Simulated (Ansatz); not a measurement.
Ideal-gas functions of `[O]=[Al]` radical at 298.15 K and 1 bar, from an Ansatz frequency run at PBE0-D4/def2-TZVP.

Molar mass 42.98 g/mol, point group C∞v (symmetry number 1), electronic degeneracy 2, moments of inertia 26.359 u Å². Harmonic wavenumbers (cm⁻¹, unscaled): 968.

Use S(trans) = R[1.5 ln M + 2.5 ln T − 1.1517]; rotational temperatures θ = 24.2544 K / I; S(rot) = R[ln(T/σθ) + 1]; for each mode x = 1.438777 ν̃/T, S = R[x/(eˣ − 1) − ln(1 − e⁻ˣ)] and H = RT x/(eˣ − 1); 1 cm⁻¹ = 0.0119627 kJ/mol; R = 8.31446 J/(mol·K).

Q: By hand: the entropy, in J/(mol·K).

A: Translation 155.8. Rotation: θ = 0.9202 K, giving 56.4. Vibration, mode by mode: 0.45, in all 0.4. Electronic 5.8. Sum 218.4 J/(mol·K).

Q: By hand: H − E and G − E in kJ/mol, counted from the electronic energy.

A: Zero-point energy ½ × 968 × 0.0119627 = 5.8; thermal vibration 0.1; translation, rotation and pV give 3.5 RT = 8.7. H − E = 14.6 kJ/mol, and G − E = 14.6 − 298.15 × 218.4/1000 = -50.5 kJ/mol.

Vibration gives 0 % of the entropy; all modes have x over 3 and are hardly excited.
